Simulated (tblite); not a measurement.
Compound: formaldehyde, CH₂O.
SMILES with atom numbers: `[CH2:1]=[O:2]` (hydrogens: H3, H4 on C1)

Computed with GFN2-xTB (tblite), gas phase: Langevin dynamics at 200 K from the optimised GFN2-xTB geometry, time step 0.5 fs, friction 0.01 fs⁻¹, 2000 steps. The instantaneous temperature is 2·E(kin)/(3Nk) with all 3N coordinates.

| t (fs) | T (K) | E(pot) above start (eV) | C1=O2 (Å) | C1–H3 (Å) |
| --- | --- | --- | --- | --- |
| 0 | 82 | 0.000 | 1.192 | 1.103 |
| 50 | 89 | 0.043 | 1.201 | 1.074 |
| 100 | 266 | 0.022 | 1.187 | 1.104 |
| 150 | 376 | 0.076 | 1.187 | 1.143 |
| 200 | 136 | 0.099 | 1.214 | 1.151 |
| 250 | 338 | 0.014 | 1.189 | 1.079 |
| 300 | 82 | 0.076 | 1.195 | 1.046 |
| 350 | 107 | 0.012 | 1.184 | 1.112 |
| 400 | 78 | 0.039 | 1.194 | 1.147 |
| 450 | 158 | 0.047 | 1.198 | 1.158 |
| 500 | 254 | 0.045 | 1.187 | 1.092 |
| 550 | 308 | 0.067 | 1.174 | 1.060 |
| 600 | 286 | 0.037 | 1.179 | 1.140 |
| 650 | 240 | 0.152 | 1.207 | 1.192 |
| 700 | 342 | 0.060 | 1.189 | 1.144 |
| 750 | 123 | 0.155 | 1.183 | 1.051 |
| 800 | 352 | 0.078 | 1.211 | 1.072 |
| 850 | 325 | 0.092 | 1.201 | 1.086 |
| 900 | 271 | 0.196 | 1.157 | 1.100 |
| 950 | 300 | 0.032 | 1.192 | 1.119 |
| 1000 | 96 | 0.052 | 1.207 | 1.119 |

**Question.** From 500 fs on, how do temperature and potential energy compare with equipartition?

**Answer.** The mean temperature of these 11 frames is 263 K against the target 200 K, and the mean potential energy 0.09 eV against 6 × kT/2 = 0.05 eV for 6 classical harmonic modes. For 4 atoms in a canonical ensemble the temperature itself scatters by T·√(2/(3N)) = 82 K; here its standard deviation is 80 K. These frames run hotter than the target by 32 %; at their own mean temperature equipartition would give 0.07 eV. The whole run lasts only 10 friction times of 100 fs, so these averages carry a wide statistical error.

**Question.** What are the kinetic and total energies of the listed frame with the highest potential energy?

**Answer.** The one at 900 fs, 0.196 eV above the start. Its kinetic energy is 3NkT/2 = 0.140 eV at 271 K, so the sum is 0.34 eV; over the listed frames the sum runs from 0.04 to 0.34 eV, since the thermostat adds and removes energy.

**Question.** How much do the listed bonds fluctuate from 500 fs on?

**Answer.** 
```csv
bond,at the start (Å),mean (Å),standard deviation (Å)
C1=O2,1.192,1.190,0.015
C1–H3,1.103,1.107,0.040
```

The motion is classical and holds no zero-point motion.

The cost below is that of the whole dynamics run. The run took 1.9 s of wall time on one thread, Arm Neoverse V2 (aarch64), no GPU, on a shared host, and the process peaked at 0.18 GiB of memory.
